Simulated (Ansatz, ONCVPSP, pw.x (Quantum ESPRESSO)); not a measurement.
## W (fcc): variants of one ONCV potential in the solid

```json
{
  "Element": "tungsten (W)",
  "Generator": "ONCVPSP 4.0.1.1 (patched build)",
  "Type": "optimised norm-conserving Vanderbilt (ONCV)",
  "Functional": "LDA (Perdew-Wang 92)",
  "Relativity": "scalar-relativistic",
  "Frozen core": "[Kr] 4d10 4f14",
  "Valence charge": "14",
  "Reference configuration": "5s2 5p6 5d4 6s1.5 6p0.5",
  "Partial waves": "5s+6s: rc 2.00 bohr, ncon 4, nbas 8, qcut 7.4 1/bohr, 2 projectors; 5p+6p: rc 1.75 bohr, ncon 4, nbas 8, qcut 6.9 1/bohr, 2 projectors; 5d: rc 2.45 bohr, ncon 3, nbas 7, qcut 6.1 1/bohr, 2 projectors, debl 2.2 Ha",
  "Local potential": "polynomial inside 1.10 bohr (lpopt 5, dvloc0 6 Ha)",
  "Core correction": "none"
}
```

Crystal test: fcc W in pw.x 7.5, no spin, 14³ k-points, Fermi–Dirac smearing 0.01 Ry, cutoffs set for each file from its atomic test. The reference is all-electron LAPW (Ansatz 0.2.0) with the same functional, mesh and smearing; V0 and B0 come from Birch–Murnaghan fits to the pressures at five volumes. Errors are pseudo minus all-electron; Δ is the rms difference of the E(V) curves that follow from these fits, minima aligned, over ±6 % about the mean V0. Mesh and smearing are coarse, so the numbers serve the comparison and aren't converged zero-temperature values; the lattice is a test structure that the element need not adopt.

All-electron: a0 = 3.975 Å (V0 = 15.70 Å³/atom), B0 = 309.7 GPa.

```csv
change,cutoffs (Ry),pw.x,a0 (Å),a0 error (%),B0 error (%),Δ (meV/atom),mean pressure error (GPa)
base,50/200,converged,3.956,-0.48,-0.3,15.4,-4.44
"reference 5s2 5p6 5d4 6s2; wave 5p+6p: rc 1.75 bohr, ncon 4, nbas 8, qcut 6.9 1/bohr, 2 projectors becomes 5p: rc 1.75 bohr, ncon 4, nbas 8, qcut 6.9 1/bohr, 2 projectors, debl 1.7 Ha",50/200,converged,3.955,-0.50,-0.1,16.1,-4.62
"local potential polynomial inside 1.10 bohr (lpopt 5, dvloc0 10 Ha)",50/200,converged,3.957,-0.46,-0.3,14.7,-4.22
"d: ncon 4, nbas 8",50/200,converged,3.956,-0.48,-0.1,15.5,-4.45
p: qcut 10.2,80/320,converged,3.955,-0.49,-0.2,15.8,-4.54
"all radii scaled by about 1.27 (s 2.54, p 2.22, d 3.10 bohr); local potential polynomial inside 1.40 bohr (lpopt 5, dvloc0 6 Ha)",40/160,converged,3.958,-0.41,-1.4,13.1,-3.77
```
